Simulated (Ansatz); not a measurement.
# CH4AlCl (SMILES [CH3][AlH][Cl]), step by step

We compute energy and forces (PBE/splines), then energy and forces (PBE/cc-pVDZ-DK), then energy and gradient (PBE/cc-pVTZ-DK), then energy and forces (PBE/x2c-TZVPall), then energy and forces (PBE/ANO-RCC-VTZP) of CH4AlCl. 

The calculation is run with Ansatz 0.2.0.

## (1) The system as given

The species is CH4AlCl (7 atoms), meant as a singlet with charge 0. As SMILES, `[CH3][AlH][Cl]`. The coordinates come from a PBE0-D4/def2-TZVP relaxation.

Bond lengths: C1–Al2 1.938 Å, Al2–Cl3 2.105 Å, C1–H4 1.095 Å, C1–H5 1.091 Å, C1–H6 1.095 Å, Al2–H7 1.579 Å. Angles: C1–Al2–Cl3 119.4°, C1–Al2–H7 124.6°, Cl3–Al2–H7 116.1°, Al2–C1–H4 110.5°, Al2–C1–H5 112.6°, Al2–C1–H6 110.6°, H4–C1–H5 108.2°, H4–C1–H6 106.4°, H5–C1–H6 108.2°.

## (2) Energy and forces at PBE/splines (scalar, accuracy low) (run 1)

Input file molecule.yaml:

```yaml
crystal:
  periodic: [false, false, false]
  atoms:
    - {symbol: C, position_ang: [-0.712200, 0.523000, -0.285500]}
    - {symbol: Al, position_ang: [0.857100, -0.506700, 0.197600]}
    - {symbol: Cl, position_ang: [0.695700, -2.008100, 1.663900]}
    - {symbol: H, position_ang: [-0.538800, 1.590300, -0.112400]}
    - {symbol: H, position_ang: [-1.598400, 0.225700, 0.277700]}
    - {symbol: H, position_ang: [-0.932100, 0.413800, -1.352500]}
    - {symbol: H, position_ang: [2.289900, -0.306000, -0.434600]}
basis:
  splines: {}
hamiltonian:
  xc: {name: PBE}
  pseudopotentials: {relativity: scalar}
accuracy: low
output: {forces: true}
```

Started as:

```bash
$ ansatz run molecule.yaml --threads 1 --pin off --max-ram 2610MiB --events-out events.jsonl --progress --plain --runs-dir runs
```

The program printed:

```text
Warning: RAYON_NUM_THREADS=1 ignored (pool sized by the plan → 1); use --threads N
[... 16 lines left out ...]
Total energy: -20267.963493 eV
[... 6 lines left out ...]
Atom 6 at     2.289900    -0.306000    -0.434600 Å, force     0.096443     0.009386    -0.039786 eV/Å
```

Run time: 55 s. Hardware: 1 thread of Intel Xeon 6975P-C (Granite Rapids), shared host; peak memory 1.3 GiB.

## (3) Energy and forces at PBE/cc-pVDZ-DK (sfX2C) (run 2)

Input file in.yaml:

```yaml
crystal:
  periodic: [false, false, false]
  atoms:
    - {symbol: C, position_ang: [-0.712200, 0.523000, -0.285500]}
    - {symbol: Al, position_ang: [0.857100, -0.506700, 0.197600]}
    - {symbol: Cl, position_ang: [0.695700, -2.008100, 1.663900]}
    - {symbol: H, position_ang: [-0.538800, 1.590300, -0.112400]}
    - {symbol: H, position_ang: [-1.598400, 0.225700, 0.277700]}
    - {symbol: H, position_ang: [-0.932100, 0.413800, -1.352500]}
    - {symbol: H, position_ang: [2.289900, -0.306000, -0.434600]}
basis:
  gaussian:
    orbitals: cc-pVDZ-DK.json
hamiltonian:
  xc: pbe
  pseudopotentials: {relativity: scalar}
output: {forces: true, orbitals: {seedname: orbitals}}
```

The basis set cc-pVDZ-DK is read from a file made from the Basis Set Exchange's data (not shown).

Started as:

```bash
$ ansatz run in.yaml --threads 1 --pin off --max-ram 2610MiB --events-out events.jsonl --progress --plain --runs-dir runs
```

The program printed, cut to the lines that bear on the results:

```text
Warning: RAYON_NUM_THREADS=1 ignored (pool sized by the plan → 1); use --threads N
Functional definition: PBE
  name "PBE"
[...]
934 factors; their error is unknown
[...]
mean field -20264.05645303 eV, -744.6903391780 hartree, gradient 9.8e-6 eV, S^2 0.000000; 0 other end points of the search recorded, 0 dependent functions left out
[...]
reference -20264.05649139 eV, -744.6903405876 hartree; 20, 20 occupied and 50, 50 virtual orbitals, 934 factors
Total energy: -20264.05649139 eV, -744.6903405876 hartree
Relativity: scalar
Atom 0 at    -0.712200     0.523000    -0.285500 Å, force     0.137427    -0.127621     0.085786 eV/Å
Atom 1 at     0.857100    -0.506700     0.197600 Å, force     0.105943     0.334076    -0.348473 eV/Å
Atom 2 at     0.695700    -2.008100     1.663900 Å, force    -0.047623    -0.541334     0.524889 eV/Å
Atom 3 at    -0.538800     1.590300    -0.112400 Å, force     0.099494     0.535373     0.084405 eV/Å
Atom 4 at    -1.598400     0.225700     0.277700 Å, force    -0.462293    -0.155341     0.292772 eV/Å
Atom 5 at    -0.932100     0.413800    -1.352500 Å, force    -0.097284    -0.058815    -0.543688 eV/Å
Atom 6 at     2.289900    -0.306000    -0.434600 Å, force     0.264336     0.013663    -0.095692 eV/Å
Dipole moment:    -0.137784     0.287405    -0.228666 e Å
```

It took 1 s on 1 thread of Intel Xeon 6975P-C (Granite Rapids), shared host; peak memory 0.14 GiB.

## (4) Energy and forces at PBE/cc-pVTZ-DK (sfX2C) (run 3)

molecule.yaml: that of step 2 with these lines changed.

```diff
@@ -11,7 +11,4 @@
 basis:
-  splines: {}
-hamiltonian:
-  xc: {name: PBE}
-  pseudopotentials: {relativity: scalar}
-accuracy: low
-output: {forces: true}
+  gaussian: {orbitals: cc-pVTZ-DK}
+hamiltonian: {xc: {name: PBE}, pseudopotentials: {relativity: scalar}}
+output: {forces: true, orbitals: {seedname: orbitals}}
```

Started as:

```bash
$ ansatz run molecule.yaml --threads 1 --pin off --max-ram 2610MiB --events-out events.jsonl --progress --plain --runs-dir runs
```

The program printed, cut to the lines that bear on the results:

```text
Warning: RAYON_NUM_THREADS=1 ignored (pool sized by the plan → 1); use --threads N
[... 2 set-up lines as earlier in the session ...]
[...]
953 factors; their error is unknown
[...]
mean field -20265.47676059 eV, -744.7425345182 hartree, gradient 3.2e-5 eV, S^2 0.000000; 0 other end points of the search recorded, 0 dependent functions left out
[...]
reference -20265.47680238 eV, -744.7425360539 hartree; 20, 20 occupied and 134, 134 virtual orbitals, 953 factors
Total energy: -20265.47680238 eV, -744.7425360539 hartree
Relativity: scalar
Atom 0 at    -0.712200     0.523000    -0.285500 Å, force    -0.017666     0.005978     0.007772 eV/Å
Atom 1 at     0.857100    -0.506700     0.197600 Å, force     0.061113     0.113781    -0.126378 eV/Å
Atom 2 at     0.695700    -2.008100     1.663900 Å, force    -0.015372    -0.261834     0.251174 eV/Å
Atom 3 at    -0.538800     1.590300    -0.112400 Å, force     0.028485     0.198537     0.027266 eV/Å
Atom 4 at    -1.598400     0.225700     0.277700 Å, force    -0.175104    -0.051591     0.103276 eV/Å
Atom 5 at    -0.932100     0.413800    -1.352500 Å, force    -0.041739    -0.016971    -0.201080 eV/Å
Atom 6 at     2.289900    -0.306000    -0.434600 Å, force     0.160284     0.012100    -0.062030 eV/Å
Dipole moment:    -0.128415     0.278537    -0.223236 e Å
```

It took 2.2 s on 1 thread of Intel Xeon 6975P-C (Granite Rapids), shared host; peak memory 0.19 GiB.

## (5) Energy and forces at PBE/x2c-TZVPall (sfX2C) (run 4)

Input file job.yaml:

```yaml
crystal:
  periodic: [false, false, false]
  atoms:
    - {symbol: C, position_ang: [-0.712200, 0.523000, -0.285500]}
    - {symbol: Al, position_ang: [0.857100, -0.506700, 0.197600]}
    - {symbol: Cl, position_ang: [0.695700, -2.008100, 1.663900]}
    - {symbol: H, position_ang: [-0.538800, 1.590300, -0.112400]}
    - {symbol: H, position_ang: [-1.598400, 0.225700, 0.277700]}
    - {symbol: H, position_ang: [-0.932100, 0.413800, -1.352500]}
    - {symbol: H, position_ang: [2.289900, -0.306000, -0.434600]}
basis:
  gaussian: {orbitals: x2c-TZVPall.json}
output: {forces: true, orbitals: {seedname: orbitals}}
hamiltonian: {xc: {name: PBE}, pseudopotentials: {relativity: scalar}}
```

The basis set x2c-TZVPall is read from a file made from the Basis Set Exchange's data (not shown).

Started as:

```bash
$ ansatz run job.yaml --threads 1 --pin off --max-ram 2610MiB --events-out events.jsonl --progress --plain --runs-dir runs
```

The program printed, cut to the lines that bear on the results:

```text
Warning: RAYON_NUM_THREADS=1 ignored (pool sized by the plan → 1); use --threads N
[... 2 set-up lines as earlier in the session ...]
[...]
869 factors; their error is unknown
[...]
mean field -20265.34000301 eV, -744.7375087699 hartree, gradient 2.9e-5 eV, S^2 0.000000; 0 other end points of the search recorded, 0 dependent functions left out
[...]
reference -20265.34004475 eV, -744.7375103038 hartree; 20, 20 occupied and 109, 109 virtual orbitals, 869 factors
Total energy: -20265.34004475 eV, -744.7375103038 hartree
Relativity: scalar
Atom 0 at    -0.712200     0.523000    -0.285500 Å, force     0.047173    -0.029547     0.021051 eV/Å
Atom 1 at     0.857100    -0.506700     0.197600 Å, force     0.021096     0.046886    -0.050803 eV/Å
Atom 2 at     0.695700    -2.008100     1.663900 Å, force    -0.006635    -0.164902     0.157029 eV/Å
Atom 3 at    -0.538800     1.590300    -0.112400 Å, force     0.037610     0.219560     0.033233 eV/Å
Atom 4 at    -1.598400     0.225700     0.277700 Å, force    -0.189446    -0.063887     0.119498 eV/Å
Atom 5 at    -0.932100     0.413800    -1.352500 Å, force    -0.041776    -0.023256    -0.223886 eV/Å
Atom 6 at     2.289900    -0.306000    -0.434600 Å, force     0.131979     0.015147    -0.056122 eV/Å
Dipole moment:    -0.125119     0.267093    -0.213486 e Å
```

Wall time 3 s (1 thread of Intel Xeon 6975P-C (Granite Rapids), shared host); peak memory 0.17 GiB.

## (6) Energy and gradient at PBE/ANO-RCC-VTZP (sfX2C) (run 5)

Input file input.yaml:

```yaml
crystal:
  periodic: [false, false, false]
  atoms:
    - symbol: C
      position_ang: [-0.712200, 0.523000, -0.285500]
    - symbol: Al
      position_ang: [0.857100, -0.506700, 0.197600]
    - symbol: Cl
      position_ang: [0.695700, -2.008100, 1.663900]
    - symbol: H
      position_ang: [-0.538800, 1.590300, -0.112400]
    - symbol: H
      position_ang: [-1.598400, 0.225700, 0.277700]
    - symbol: H
      position_ang: [-0.932100, 0.413800, -1.352500]
    - symbol: H
      position_ang: [2.289900, -0.306000, -0.434600]
basis:
  gaussian:
    orbitals: ANO-RCC-VTZP
hamiltonian:
  xc: pbe
  pseudopotentials:
    relativity: scalar
output:
  forces: true
  orbitals: {seedname: orbitals}
```

Started as:

```bash
$ ansatz run input.yaml --threads 1 --pin off --max-ram 2610MiB --events-out events.jsonl --progress --plain --runs-dir runs
```

The program printed, cut to the lines that bear on the results:

```text
Warning: RAYON_NUM_THREADS=1 ignored (pool sized by the plan → 1); use --threads N
[... 2 set-up lines as earlier in the session ...]
[...]
1139 factors; their error is unknown
[...]
mean field -20265.76543141 eV, -744.7531429752 hartree, gradient 1.1e-5 eV, S^2 0.000000; 0 other end points of the search recorded, 0 dependent functions left out
[...]
reference -20265.76549230 eV, -744.7531452128 hartree; 20, 20 occupied and 134, 134 virtual orbitals, 1139 factors
Total energy: -20265.76549230 eV, -744.7531452128 hartree
Relativity: scalar
Atom 0 at    -0.712200     0.523000    -0.285500 Å, force     0.024501    -0.016887     0.016139 eV/Å
Atom 1 at     0.857100    -0.506700     0.197600 Å, force     0.054857     0.084158    -0.096434 eV/Å
Atom 2 at     0.695700    -2.008100     1.663900 Å, force    -0.012932    -0.199331     0.191467 eV/Å
Atom 3 at    -0.538800     1.590300    -0.112400 Å, force     0.028943     0.194115     0.028454 eV/Å
Atom 4 at    -1.598400     0.225700     0.277700 Å, force    -0.169493    -0.053515     0.103356 eV/Å
Atom 5 at    -0.932100     0.413800    -1.352500 Å, force    -0.040407    -0.018658    -0.197010 eV/Å
Atom 6 at     2.289900    -0.306000    -0.434600 Å, force     0.114531     0.010118    -0.045972 eV/Å
Dipole moment:    -0.124568     0.282604    -0.228293 e Å
```

It took 7.8 s on 1 thread of Intel Xeon 6975P-C (Granite Rapids), shared host; peak memory 0.24 GiB.

## (7) What came out

| quantity | value |
| --- | --- |
| run 1, PBE/splines: total energy | -744.83392 Eh |
| run 1, PBE/splines: HOMO energy | -6.95 eV |
| run 1, PBE/splines: LUMO energy | -1.94 eV |
| run 1, PBE/splines: HOMO–LUMO gap | 5.01 eV |
| run 1, PBE/splines: largest force on an atom | 0.195 eV/Å |
| run 2, PBE/cc-pVDZ-DK: total energy | -744.69034 Eh |
| run 2, PBE/cc-pVDZ-DK: dipole moment | 1.88 D |
| run 2, PBE/cc-pVDZ-DK: HOMO energy | -6.80 eV |
| run 2, PBE/cc-pVDZ-DK: LUMO energy | -1.86 eV |
| run 2, PBE/cc-pVDZ-DK: HOMO–LUMO gap | 4.94 eV |
| run 2, PBE/cc-pVDZ-DK: largest force on an atom | 0.756 eV/Å |
| run 3, PBE/cc-pVTZ-DK: total energy | -744.74254 Eh |
| run 3, PBE/cc-pVTZ-DK: dipole moment | 1.82 D |
| run 3, PBE/cc-pVTZ-DK: HOMO energy | -6.91 eV |
| run 3, PBE/cc-pVTZ-DK: LUMO energy | -1.89 eV |
| run 3, PBE/cc-pVTZ-DK: HOMO–LUMO gap | 5.01 eV |
| run 3, PBE/cc-pVTZ-DK: largest force on an atom | 0.363 eV/Å |
| run 4, PBE/x2c-TZVPall: total energy | -744.73751 Eh |
| run 4, PBE/x2c-TZVPall: dipole moment | 1.75 D |
| run 4, PBE/x2c-TZVPall: HOMO energy | -6.90 eV |
| run 4, PBE/x2c-TZVPall: LUMO energy | -1.88 eV |
| run 4, PBE/x2c-TZVPall: HOMO–LUMO gap | 5.02 eV |
| run 4, PBE/x2c-TZVPall: largest force on an atom | 0.233 eV/Å |
| run 5, PBE/ANO-RCC-VTZP: total energy | -744.75315 Eh |
| run 5, PBE/ANO-RCC-VTZP: dipole moment | 1.84 D |
| run 5, PBE/ANO-RCC-VTZP: HOMO energy | -6.96 eV |

The accuracy setting (run 1, PBE/splines) is loose, so the last digits carry no meaning. The largest force (run 5, PBE/ANO-RCC-VTZP) is 0.28 eV/Å: the shape isn't a stationary point for this species at this level. The largest force (run 3, PBE/cc-pVTZ-DK) is 0.36 eV/Å: the shape isn't a stationary point for this species at this level. The largest force (run 2, PBE/cc-pVDZ-DK) is 0.76 eV/Å: the shape isn't a stationary point for this species at this level. Mulliken charges (run 2, PBE/cc-pVDZ-DK) run from -0.23 on C1 to +0.36 on Al2; they depend strongly on the basis. Mulliken charges (run 3, PBE/cc-pVTZ-DK) run from -0.40 on C1 to +0.41 on Al2; they depend strongly on the basis.
